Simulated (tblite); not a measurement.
Species: 1-phosphapropyne, C₂H₃P.
InChI=1S/C2H3P/c1-2-3/h1H3

Computed values, GFN2-xTB/tblite, gas phase, harmonic and unscaled. This tight-binding method is rough: wavenumbers can miss measured ones by several per cent, in bad cases by 10 to 20.

Harmonic wavenumbers (cm⁻¹): 257.1, 257.2, 828.4, 994.6, 994.7, 1378.1, 1443.2, 1443.3, 1751.6, 2971.1, 2971.2, 2985.0.

A = 159510, B = 5051, C = 5051 MHz; mass 57.997 u (most abundant isotopes); point group C3v, symmetry number 3.

Question: Zero-point energy?

Answer: ½Σν̃ = 9138 cm⁻¹ = 26.13 kcal/mol.

Question: What is S at 400 K and 1 bar for an ideal gas of classical rigid rotors and harmonic oscillators?

Answer: Translation 39.58, rotation 20.59, vibration 5.61: S = 65.8 cal/(mol K).

Question: And Cp and H(400 K) − H(0)?

Answer: Cp = 15.26 cal/(mol K), of which vibrations give 7.31 (their classical limit is 12 R = 23.8); H(400 K) − H(0) = 4.52 kcal/mol without the zero-point energy, 1.34 from vibrations.

Question: Which modes carry the vibrational entropy at 400 K?

Answer: 257.1 cm⁻¹: 2.21; 257.2 cm⁻¹: 2.21; 828.4 cm⁻¹: 0.42; 994.6 cm⁻¹: 0.26; 994.7 cm⁻¹: 0.26; 1378.1 cm⁻¹: 0.08 cal/(mol K); the other 6 give 0.17 together.

Question: What must be added to the electronic energy to get the Gibbs energy at 400 K and 1 bar?

Answer: ZPE + [H(400 K) − H(0)] − T·S = 26.13 + 4.52 − 26.31 = 4.34 kcal/mol.

Hindered rotation and anharmonicity are outside this model.
